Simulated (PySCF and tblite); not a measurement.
Results of a calculation; reference values are marked as such.
## Conformers and averaged properties: (CH3)2CHCHF2, C4H8F2, numbered as in [CH3:1][CH:2]([CH3:3])[CH:4]([F:5])[F:6]

Conformers came from 90 starts (ETKDG and KDG, MMFF94s, GFN2-xTB); geometries are PBE0-D3(BJ)/def2-SVP. Free energies are BHandHLYP-D3(BJ)/pcSseg-1, starting guess atom single points with GFN2-xTB rigid-rotor and vibrational terms (modes under about 100 cm⁻¹ blended into free rotors). Symmetry numbers and mirror images are counted. Conformers within 3 kcal/mol (GFN2-xTB free energy) were kept, 4 at most. GIAO shieldings: BHandHLYP/pcSseg-1, starting guess atom. Shifts are against TMS (¹H), TMS (¹³C), CFCl3 (¹⁹F) at the same level. Programs: PySCF with density fitting and tblite.

Torsions listed: C1–C2–C4–F5. Of a mirror pair one member is shown.

| conformer | shape | symmetry | E(GFN2) kcal/mol | E(DFT) kcal/mol | G(298.15 K) kcal/mol | weight % | dipole D |
| --- | --- | --- | --- | --- | --- | --- | --- |
| 1 | 57° | C1 (pair) | 0.52 | 0.00 | 0.00 | 71.0 | 2.25 |
| 2 | 176° | Cs | 0.00 | 0.15 | 0.53 | 29.0 | 2.29 |

Weights (%) against temperature:

| T (K) | 1 | 2 | S(mix) cal/mol/K |
| --- | --- | --- | --- |
| 200 | 73.1 | 26.9 | 2.16 |
| 250 | 71.9 | 28.1 | 2.17 |
| 298.15 | 71.0 | 29.0 | 2.17 |
| 350 | 70.4 | 29.6 | 2.18 |
| 400 | 69.9 | 30.1 | 2.18 |

Averaged shifts at 298.15 K. ¹H: 5.35 (H4, 1H), 1.50 (H2, 1H), 1.04 (H1/H3, 6H) ppm. ¹³C: 118.7 (C4), 34.3 (C2), 16.2 (C1/C3) ppm. ¹⁹F: -129.1 (F5/F6) ppm.

Coordinates of conformer 1 (Å):

```xyz
14

C    -0.711   -1.267   -0.057
C     0.071   -0.006   -0.404
C    -0.737    1.265   -0.177
C     1.370    0.055    0.373
F     2.117   -1.050    0.140
F     1.126    0.105    1.707
H    -1.629   -1.330   -0.659
H    -0.112   -2.169   -0.246
H    -0.998   -1.264    1.006
H     0.372   -0.053   -1.466
H    -1.021    1.358    0.882
H    -1.659    1.251   -0.776
H    -0.169    2.166   -0.456
H     1.980    0.940    0.110
```

Coordinates of conformer 2 (Å):

```xyz
14

C    -0.372    1.417   -0.091
C     0.007   -0.029   -0.383
C     1.419   -0.363    0.078
C    -0.993   -0.977    0.242
F    -0.699   -2.258   -0.084
F    -2.241   -0.721   -0.216
H    -1.391    1.640   -0.438
H    -0.325    1.629    0.990
H     0.321    2.107   -0.594
H    -0.070   -0.209   -1.470
H     2.152    0.288   -0.420
H     1.678   -1.407   -0.149
H     1.528   -0.213    1.165
H    -1.015   -0.904    1.347
```

Unscaled ¹⁹F shifts at such levels can be off by tens of ppm; differences between conformers or isomers are more reliable. Shifts are unscaled: against experiment ¹³C can be off by 15 ppm or more and ¹H by 0.8 ppm.
